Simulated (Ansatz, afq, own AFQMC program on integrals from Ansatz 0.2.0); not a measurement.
**BH2⁺, singlet: AFQMC among the cluster methods**

```xyz
3

B    -0.1317    0.0000    0.0000
H     0.7064    0.0000   -0.8294
H     0.7064    0.0000    0.8294
```

Basis cc-pVDZ. Noble-gas cores (and the filled d shells of Ga–Kr and In–Xe) are frozen. AFQMC by an in-house program on the Cholesky factors that Ansatz 0.2.0 writes for its CCSD(T) run. ph-AFQMC/CISD is guided by a CISD state made of CCSD amplitudes; releasing the constraint for a short imaginary time cuts its bias at the price of noise, slowly where states lie close. ± is one standard error of the sampling.

Determinant: RHF, the one that the program's search chose, which needn't be the lowest solution. The geometry is a point of a scan.

Full CI on the same integrals is exact in this basis and with this determinant's frozen core.

Cautions: restricted determinant unstable towards unrestricted (UHF 5 meV lower, ⟨S²⟩ 0.09).

* T1 diagnostic: 0.0139
* weight of the determinant in the CISD state: 0.948
* size of the correlated space: 4 electrons in 23 orbitals

```
  level  correlation energy (eV)
    MP2                  -1.6291
   CCSD                  -2.1877
CCSD(T)                  -2.2103
```

(1) Estimate where phaseless AFQMC with a CISD trial lies against CCSD(T) on the same integrals.

(1) 0.3 ± 0.09 kJ/mol below CCSD(T).

Reference: full CI, correlation energy -2.218 eV. The released energy is read at 2.40 1/Eh (meV from the phaseless value at times in 1/Eh: -2.5 ± 1.1 at 0.24, -3.2 ± 0.8 at 0.51, -3.9 ± 0.9 at 0.99, -4.0 ± 0.7 at 1.62, -5.2 ± 1.0 at 2.40).

```csv
level,E − E(reference) (kJ/mol),share of correlation (%)
CCSD(T),0.7,99.67
CCSDT,0.0,99.99
CCSDT(Q),0.0,100.00
ph-AFQMC/CISD,0.4 ± 0.09,99.82
released AFQMC,-0.1 ± 0.1,100.06
```

CCSDT and higher add their correlation energy to the determinant of the CCSD(T) run, since their own runs factorise the integrals more tightly (a shift of under 2 meV). A walk keeps the symmetry of its determinant, which the program's search chose and which needn't be the lowest solution, so a lower state of the same spin and another symmetry isn't excluded. Released energies are given only where the last usable release times agree within the noise; a slower fall can still hide under it.
